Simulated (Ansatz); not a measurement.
# CH₃ (charge +1), singlet: CASSCF and its corrections

Computed with Ansatz's Gaussian-basis code (development build). Basis cc-pVDZ, nonrelativistic, 1 orbital frozen in the corrections. State-specific CASSCF; RHF is the lowest restricted (open-shell) Hartree–Fock solution met. No symmetry is imposed, so a solution can break that of the shape. No proof that the lowest CASSCF solution was found.

Geometry:

```xyz
4

C     0.0000    0.0000    0.0000
H     1.1924    0.0000    0.0000
H    -0.5962    1.0326    0.0000
H    -0.5962   -1.0326    0.0000
```

Q: What do CASSCF and its corrections give against RHF in CAS(6,7), and what are the occupations?

A: CASSCF -1.994 eV, SC-NEVPT2 -3.262 eV; occupations 1.98, 1.97, 1.97, 0.02, 0.02, 0.02, 0.01.
